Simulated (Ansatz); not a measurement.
Geometry optimisation, RKS BHLYP-D4/def2-SVP (Ansatz).

The input (input.yaml):

```yaml
crystal:
  periodic: [false, false, false]
  atoms:
    - { symbol: B, position_ang: [0.0, 0.0, 0.0] }
    - { symbol: H, position_ang: [0.7099, 0.0, 1.1951] }
    - { symbol: O, position_ang: [1.6038, 0.0, 0.1408] }
    - { symbol: H, position_ang: [1.9037, -0.9519, -0.0141] }
    - { symbol: "N", position_ang: [-1.3423, 0.0, -0.775] }
    - { symbol: H, position_ang: [-2.0112, -0.8164, -0.6764] }
    - { symbol: H, position_ang: [-1.5914, 0.8164, -1.4036] }
basis:
  gaussian: { orbitals: def2-SVP }
hamiltonian:
  xc: { name: BHLYP }
  dispersion: d4
relax:
  f_tol: 0.15
  max_steps: 25
  restrain:
    - { distance: [1, 2], at: 1.01, k: 30.0 }
    - { distance: [0, 1], at: 2.39, k: 30.0 }
    - { distance: [0, 2], at: 2.61, k: 30.0 }
```

Launched with:

```bash
$ ansatz run input.yaml --threads 1 --pin off --max-ram 2048MiB --backend cpu --events-out ev --progress --plain --runs-dir out
```

Where does it end, and by what steps?

It converged. The restraints hold the end off the free minimum. After 17 steps the energy has fallen by 2.253 eV (the restraints' own energy left out); B1 moved furthest, 1.32 Å. Parted: B1–O3 (1.61 → 2.61 Å). Joined: H2–O3 (1.38 → 0.98 Å).

| step | energy less start (eV) | largest force component (eV/Å) | accepted |
| --- | --- | --- | --- |
| 0 | 0.0000 | 5.193 | yes |
| 1 | 0.9360 | 5.145 | yes |
| 2 | 1.3987 | 7.611 | yes |
| 3 | 0.3426 | 8.865 | yes |
| 4 | -1.2349 | 2.844 | yes |
| 5 | -1.6878 | 1.377 | yes |
| 6 | -1.8245 | 1.330 | yes |
| 7 | -1.7398 | 2.373 | no |
| 8 | -1.9360 | 1.069 | yes |
| 9 | -2.0181 | 0.871 | yes |
| 10 | -2.0823 | 0.889 | yes |
| 11 | -2.1588 | 0.942 | yes |
| 12 | -2.2060 | 0.926 | yes |
| 13 | -2.2274 | 0.905 | yes |
| 14 | -2.2430 | 0.921 | yes |
| 15 | -2.2327 | 1.035 | no |
| 16 | -2.2509 | 0.938 | yes |
| 17 | -2.2535 | 0.935 | yes |

```xyz
7
Properties=species:S:1:pos:R:3
B -0.944 -0.795 0.461
H 1.170 0.194 0.977
O 1.432 0.203 0.035
H 1.805 -0.669 -0.095
N -1.311 -0.143 -0.681
H -2.248 -0.155 -1.050
H -0.631 0.412 -1.180
```

The run took 29 s on 1 thread of Arm Neoverse V1, with other jobs on the host, peak memory 0.13 GiB.
